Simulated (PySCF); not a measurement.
Molecule: SMILES Cn1ccnc1, C$_{4}$H$_{6}$N$_{2}$.

Atom-mapped SMILES (the numbers label the heavy atoms): `[CH3:1][n:2]1[cH:3][cH:4][n:5][cH:6]1`; H(Xn) means a hydrogen on atom n.

Geometry PBE0-D3(BJ)/def2-SVP throughout; GIAO in PySCF 2.14.0 with density-fitted response routines, gas phase, one conformer, non-relativistic; equivalent atoms averaged; basis pcSseg-2.

Problem. How do the shifts δ (against TMS, NH3 at the same level) depend on the functional? (a selection of nuclei; ppm; last column core-seconds on 1 thread of an Arm Neoverse V2, shared host)

Solution. 
```
functional          kind     C6     C4     C3    C1     N5  H(C6)  H(C4)  H(C3)  H(C1)  core-s
        HF  Hartree–Fock  150.7  141.1  126.2  32.3  301.0   7.45   7.39   7.06   3.50      18
       LDA           LDA  146.2  144.9  128.5  33.3  316.7   7.08   7.26   6.93   3.63      38
       PBE           GGA  141.2  139.6  123.5  34.1  303.9   7.09   7.22   6.89   3.62      45
      BLYP           GGA  141.7  140.1  123.6  34.3  307.4   7.07   7.19   6.86   3.64      45
      BP86           GGA  140.9  139.3  123.2  34.4  301.6   7.09   7.21   6.87   3.60      43
      OPBE           GGA  136.2  134.3  119.3  34.4  289.5   7.15   7.23   6.89   3.57      45
```

Problem. Which nucleus among those listed moves most, in ppm?

Solution. N5 (pyridine-type nitrogen of an azole): from 289.5 ppm with OPBE to 316.7 ppm with LDA. The smallest spread is 0.14 ppm, at H(C1). Proton shifts span only some 12 ppm, so a few tenths of a ppm matter as much there as several ppm in carbon.
